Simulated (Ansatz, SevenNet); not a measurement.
Elastic constant C33 (GPa) of solids drawn from the class of tetrahedrally bonded semiconductors and semimetals, at two levels: the machine-learned potential SevenNet-l3i5 (trained on PBE and PBE+U data), and r²SCAN (PAW; Ansatz, a program for electronic structure).

```tsv
solid	SevenNet-l3i5	r²SCAN	shift (%)
wurtzite CdS	84.0	92.6	+10.2
wurtzite ZnO	197	221	+12.2
wurtzite BN (high-pressure phase)	825	1064	+29
wurtzite AlN	347	385	+11.0
2H-SiC	460	575	+25
wurtzite GaN	343	401	+16.9
```

The shifts run from +10.2 % to +29 %, with a median of +14.5 %.

Over all 6 rows r²SCAN is the larger in 6.

Ansatz's runs of these crystals have no spin polarisation.

Each level is taken at its own relaxed cell. Ansatz's density-functional and Hartree–Fock values are scalar-relativistic unless marked +SOC, with PAW data made under PBE.
